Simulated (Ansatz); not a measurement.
# CClF3: the cost of one run

Method: MP2 on Hartree-Fock, Gaussian basis def2-TZVPP, in Ansatz 0.2.0.

**1. The structure to begin with**

Bond lengths: F1–C2 1.353 Å, C2–F3 1.353 Å, C2–F4 1.353 Å, C2–Cl5 1.754 Å. Angles: F1–C2–F3 107.7°, F1–C2–F4 107.7°, F1–C2–Cl5 111.2°, F3–C2–F4 107.7°, F3–C2–Cl5 111.2°, F4–C2–Cl5 111.2°.

As a file:

```xyz
5

F    -0.4594   -0.8564   -0.9718
C    -0.0566   -0.0003   -0.0049
F    -0.5271    1.2277   -0.3222
F    -0.6473   -0.3799    1.1513
Cl    1.6904    0.0089    0.1476
```

**2. Relaxing the atoms: CClF3**

Contents of input.yaml:

```yaml
relax:
  f_tol: 0.001
  max_steps: 200
crystal:
  periodic: [false, false, false]
  atoms:
    - { symbol: F, position_ang: [-0.4594, -0.85637, -0.97182] }
    - { symbol: C, position_ang: [-0.05658, -0.0003, -0.00494] }
    - { symbol: F, position_ang: [-0.52706, 1.22771, -0.32218] }
    - { symbol: F, position_ang: [-0.64734, -0.3799, 1.1513] }
    - { symbol: Cl, position_ang: [1.69038, 0.00886, 0.14764] }
basis:
  gaussian: { orbitals: def2-TZVPP }
hamiltonian:
  xc: hf
correlation:
  method: mp2
```

The run is started by

```console
$ ansatz run input.yaml --threads 4 --pin off --max-ram 14336MiB --backend cpu --events-out ev --progress --plain --runs-dir out
```

What time and memory should one allow on 4 threads of Intel Xeon Platinum 8259CL at 2.50GHz (Skylake/Cascade Lake), shared host?

About 29 s, with a peak of 0.55 GiB.
